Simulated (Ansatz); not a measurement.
C₃H₃F (SMILES C#CCF), singlet: a single point displaced at random from a GFN2-xTB minimum.

in.yaml

```yaml
crystal:
  periodic: [false, false, false]
  atoms:
    - {symbol: C, position_ang: [-1.257600, 0.962400, -0.909900]}
    - {symbol: C, position_ang: [-0.217600, 0.401600, -0.383200]}
    - {symbol: C, position_ang: [0.787800, -0.407400, 0.490500]}
    - {symbol: F, position_ang: [0.137500, -1.733500, 0.834300]}
    - {symbol: H, position_ang: [-1.826000, 1.488500, -1.497800]}
    - {symbol: H, position_ang: [1.675000, -0.537200, -0.019000]}
    - {symbol: H, position_ang: [0.665000, 0.132000, 1.524600]}
basis:
  gaussian: {orbitals: def2-TZVPP}
hamiltonian: {xc: {name: r2SCAN0}, dispersion: d4}
output: {forces: true}
```

An equivalent command:

```bash
ansatz run in.yaml --threads 4 --pin off --events-out ev --progress --plain
```

Output of Ansatz 0.2.0:

```
Functional definition: r2SCAN0
  name "r2SCAN0"
  cite "Bursch, Neugebauer, Ehlert & Grimme, J. Chem. Phys. 156, 134105 (2022) doi:10.1063/5.0086040"
  cite "Furness, Kaplan, Ning, Perdew & Sun, J. Phys. Chem. Lett. 11, 8208 (2020) doi:10.1021/acs.jpclett.0c02405"
  cite "Furness, Kaplan, Ning, Perdew & Sun, J. Phys. Chem. Lett. 11, 9248 (2020) doi:10.1021/acs.jpclett.0c03077"
  parent r2scan
  parameter a = 0.25
  parameter k0 = 0.174
  parameter k1 = 0.065
  parameter a1 = 4.9479
  exchange = (1 - a)*r2scan_x(k0 = k0, k1 = k1, a1 = a1) + a*exact_x
  correlation = r2scan_c
873 factors; their error is unknown
mean field evaluation 1: about -5868.3407 eV, gradient 3.7e1 eV
mean field evaluation 2: about -5868.4797 eV, gradient 3.6e1 eV
mean field evaluation 4: about -5871.3404 eV, gradient 2.7e0 eV
mean field evaluation 8: about -5871.3596 eV, gradient 7.3e-2 eV
mean field evaluation 16: about -5871.3687 eV, gradient 3.8e-5 eV
mean field -5871.36874134 eV, -215.7688214877 hartree, gradient 3.9e-5 eV, S^2 0.000000; 0 other end points of the search recorded, 0 dependent functions left out
the calculation of the forces begins
reference -5871.36874869 eV, -215.7688217577 hartree; 15, 15 occupied and 151, 151 virtual orbitals, 873 factors
Total energy: -5871.39346697 eV, -215.7697301377 hartree
Atom 0 at    -1.257600     0.962400    -0.909900 Å, force     9.639067    -5.758490     5.831979 eV/Å
Atom 1 at    -0.217600     0.401600    -0.383200 Å, force    -4.786816     1.530978    -1.797973 eV/Å
Atom 2 at     0.787800    -0.407400     0.490500 Å, force    -6.890056     0.677496     2.414526 eV/Å
Atom 3 at     0.137500    -1.733500     0.834300 Å, force     1.754857     2.625320    -1.202368 eV/Å
Atom 4 at    -1.826000     1.488500    -1.497800 Å, force    -3.027104     2.478601    -2.745657 eV/Å
Atom 5 at     1.675000    -0.537200    -0.019000 Å, force     1.924662    -0.477087    -0.382868 eV/Å
Atom 6 at     0.665000     0.132000     1.524600 Å, force     1.385390    -1.076818    -2.117638 eV/Å
Dipole moment:     0.229163     0.373480    -0.075700 e Å
```

The lines “mean field evaluation” count trial sets of orbitals through the whole run, from several starts and some on an approximate energy, so they need not fall steadily or lie above the final value.

The run took about 2 s on 4 CPU threads (shared host).
